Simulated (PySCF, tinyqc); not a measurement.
Inside a calculation. Method: CIS and TDHF on RHF in the sto-3g basis, for HF, spin multiplicity 1. The lowest restricted solution is unstable here: a spin-polarised one lies 0.0024 hartree lower (PySCF). One step of it, computed by the program tinyqc.

Task: CIS matrix, singlets. A(ia,jb) = (e_a - e_i) d_ij d_ab + 2 (ia|jb) - (ij|ab).

orbital energies (hartree): MO1 -25.926876, MO2 -1.413535, MO3 -0.481885, MO4 -0.463438, MO5 -0.463438, MO6 0.356363

Two-electron integrals over orbitals (pq|rs), unique and non-zero (hartree):
```
(11|11) 5.364462    (21|11) -0.521964   (21|21) 0.080060    (22|11) 1.233525
(22|21) -0.022744   (22|22) 0.872841    (31|11) 0.099438    (31|21) -0.014753
(31|22) 0.006457    (31|31) 0.017333    (32|11) -0.118524   (32|21) 0.005016
(32|22) -0.045287   (32|31) 0.020536    (32|32) 0.134753    (33|11) 0.886686
(33|21) -0.008508   (33|22) 0.691319    (33|31) -0.002087   (33|32) -0.014382
(33|33) 0.675850    (41|41) 0.029536    (42|41) 0.040110    (42|42) 0.189404
(43|41) -0.006951   (43|42) -0.027775   (43|43) 0.035308    (44|11) 1.264026
(44|21) -0.015090   (44|22) 0.895152    (44|31) 0.002934    (44|32) -0.065574
(44|33) 0.677828    (44|44) 0.997514    (51|51) 0.029536    (52|51) 0.040110
(52|52) 0.189404    (53|51) -0.006951   (53|52) -0.027775   (53|53) 0.035308
(54|54) 0.053770    (55|11) 1.264026    (55|21) -0.015090   (55|22) 0.895152
(55|31) 0.002934    (55|32) -0.065574   (55|33) 0.677828    (55|44) 0.889973
(55|55) 0.997514    (61|11) 0.105377    (61|21) -0.016836   (61|22) 0.002698
(61|31) -0.012322   (61|32) -0.023212   (61|33) 0.005645    (61|44) 0.003073
(61|55) 0.003073    (61|61) 0.019831    (62|11) -0.153281   (62|21) 0.004056
(62|22) -0.084854   (62|31) -0.019933   (62|32) -0.076805   (62|33) -0.022072
(62|44) -0.083994   (62|55) -0.083994   (62|61) 0.018926    (62|62) 0.091477
(63|11) -0.421551   (63|21) 0.007061    (63|22) -0.237419   (63|31) 0.001436
(63|32) 0.079871    (63|33) -0.093278   (63|44) -0.246432   (63|55) -0.246432
(63|61) -0.004771   (63|62) 0.036375    (63|63) 0.232089    (64|41) -0.006905
(64|42) -0.028226   (64|43) -0.022282   (64|64) 0.029046    (65|51) -0.006905
(65|52) -0.028226   (65|53) -0.022282   (65|65) 0.029046    (66|11) 0.838364
(66|21) -0.008939   (66|22) 0.638858    (66|31) 0.010130    (66|32) 0.045615
(66|33) 0.647667    (66|44) 0.623248    (66|55) 0.623248    (66|61) -0.007210
(66|62) -0.053375   (66|63) -0.026121   (66|66) 0.674083
```

Give: CIS matrix A, singlet.

Result:

CIS matrix A, singlet (hartree):
```
        1>6    2>6     3>6    4>6    5>6
1>6  25.485  0.047  -0.020  0.000  0.000
2>6   0.047  1.314   0.027  0.000  0.000
3>6  -0.020  0.027   0.655  0.000  0.000
4>6   0.000  0.000   0.000  0.255  0.000
5>6   0.000  0.000   0.000  0.000  0.255
```
